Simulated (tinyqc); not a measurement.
Inside a calculation. Method: FCI on RHF in the sto-3g basis, for OH-, spin multiplicity 1. The basis has no diffuse functions, so it cannot describe the extra electron: this is an exercise in the method, not the real anion. One step of it, computed by the program tinyqc.

Problem. FCI: determinants and Hamiltonian. Slater-Condon rules over spin orbitals, with the nuclear repulsion added and E(HF) subtracted on the diagonal. Only determinants linked to the reference directly or through others are kept (one block of an abelian symmetry group), so some states are absent.

one-electron integrals over orbitals h = C^T H C (hartree), lower triangle:
```
            1          2          3          4          5          6
1  -32.168032
2    0.577445  -7.106785
3   -0.283092   0.674361  -6.028613
4    0.000000   0.000000   0.000000  -6.967406
5    0.000000   0.000000   0.000000   0.000000  -6.967406
6   -0.232119   1.151228   1.293232   0.000000   0.000000  -5.566746
```

Two-electron integrals over orbitals (pq|rs), unique and non-zero (hartree):
```
(11|11) 4.744683    (21|11) -0.418890   (21|21) 0.058265    (22|11) 0.997128
(22|21) -0.013822   (22|22) 0.727574    (31|11) 0.212367    (31|21) -0.027887
(31|22) 0.014400    (31|31) 0.024426    (32|11) -0.185495   (32|21) 0.009472
(32|22) -0.007853   (32|31) 0.011107    (32|32) 0.150092    (33|11) 0.869728
(33|21) -0.010138   (33|22) 0.652557    (33|31) -0.003647   (33|32) -0.042961
(33|33) 0.684990    (41|41) 0.026044    (42|41) 0.032369    (42|42) 0.142966
(43|41) -0.015303   (43|42) -0.055485   (43|43) 0.051883    (44|11) 1.115326
(44|21) -0.012153   (44|22) 0.743053    (44|31) 0.006109    (44|32) -0.097854
(44|33) 0.662833    (44|44) 0.880159    (51|51) 0.026044    (52|51) 0.032369
(52|52) 0.142966    (53|51) -0.015303   (53|52) -0.055485   (53|53) 0.051883
(54|54) 0.047444    (55|11) 1.115326    (55|21) -0.012153   (55|22) 0.743053
(55|31) 0.006109    (55|32) -0.097854   (55|33) 0.662833    (55|44) 0.785270
(55|55) 0.880159    (61|11) 0.175266    (61|21) -0.026940   (61|22) -0.003167
(61|31) -0.001674   (61|32) -0.023489   (61|33) 0.015360    (61|44) 0.004625
(61|55) 0.004625    (61|61) 0.031693    (62|11) -0.244679   (62|21) 0.004662
(62|22) -0.115698   (62|31) -0.017683   (62|32) -0.009958   (62|33) -0.018445
(62|44) -0.127578   (62|55) -0.127578   (62|61) 0.017055    (62|62) 0.110017
(63|11) -0.258007   (63|21) 0.004409    (63|22) -0.080075   (63|31) 0.004483
(63|32) 0.116350    (63|33) -0.077015   (63|44) -0.140275   (63|55) -0.140275
(63|61) -0.010697   (63|62) 0.046779    (63|63) 0.149672    (64|41) -0.011556
(64|42) -0.045221   (64|43) -0.004707   (64|64) 0.038950    (65|51) -0.011556
(65|52) -0.045221   (65|53) -0.004707   (65|65) 0.038950    (66|11) 0.946241
(66|21) -0.010320   (66|22) 0.689518    (66|31) 0.017229    (66|32) 0.041933
(66|33) 0.648362    (66|44) 0.664975    (66|55) 0.664975    (66|61) -0.011037
(66|62) -0.088027   (66|63) -0.029616   (66|66) 0.726492
```

nuclear repulsion = 4.56679362 hartree

Hartree-Fock energy = -74.04772511 hartree

Give: determinants; H - E(HF) between determinants.

Solution.

Occupation strings over the orbitals (2 doubly, a alpha, b beta, 0 empty; spin orbitals ordered 1a 1b 2a 2b ...): 222220 22a22b 2a222b a2222b 22b22a 2b222a b2222a 222202 222022 220222 2ab222 a2b222 2ba222 202222 ab2222 b2a222 ba2222 022222

H - E(HF) between determinants (hartree), lower triangle:
```
        222220  22a22b  2a222b  a2222b  22b22a  2b222a  b2222a  222202
222220   0.000
22a22b   0.000   0.719
2a222b   0.000   0.005   1.315
a2222b   0.000  -0.028   0.027  19.741
22b22a   0.000  -0.150  -0.047   0.011   0.719
2b222a   0.000  -0.047  -0.110  -0.017   0.005   1.315
b2222a   0.000   0.011  -0.017  -0.032  -0.028   0.027  19.741
222202   0.039   0.005   0.045   0.012  -0.005  -0.045  -0.012   1.094
222022   0.039   0.005   0.045   0.012  -0.005  -0.045  -0.012   0.047
220222   0.150   0.047  -0.116  -0.004  -0.047   0.116   0.004   0.052
2ab222  -0.047   0.116  -0.050   0.004  -0.070   0.010   0.018   0.055
a2b222   0.011   0.004   0.004  -0.228  -0.026   0.023   0.002   0.015
2ba222   0.047  -0.070   0.010   0.018   0.116  -0.050   0.004  -0.055
202222   0.110   0.010   0.028  -0.005  -0.010  -0.028   0.005   0.143
ab2222  -0.017  -0.018   0.005  -0.157   0.023  -0.008   0.027  -0.032
b2a222  -0.011  -0.026   0.023   0.002   0.004   0.004  -0.228  -0.015
ba2222   0.017   0.023  -0.008   0.027  -0.018   0.005  -0.157   0.032
022222   0.032   0.002   0.027  -0.186  -0.002  -0.027   0.186   0.026

        222022  220222  2ab222  a2b222  2ba222  202222  ab2222  b2a222
222022   1.094
220222   0.052   1.554
2ab222   0.055   0.080   2.075
a2b222   0.015   0.049   0.028  20.462
2ba222  -0.055  -0.080  -0.150  -0.011   2.075
202222   0.143   0.150   0.045  -0.009  -0.045   2.704
ab2222  -0.032  -0.011   0.009  -0.223   0.031  -0.024  21.143
b2a222  -0.015  -0.049  -0.011  -0.024   0.028   0.009   0.028  20.462
ba2222   0.032   0.011   0.031   0.028   0.009   0.024  -0.058  -0.223
022222   0.026   0.024   0.028  -0.167  -0.028   0.058   0.381   0.167

        ba2222  022222
ba2222  21.143
022222  -0.381  43.060
```
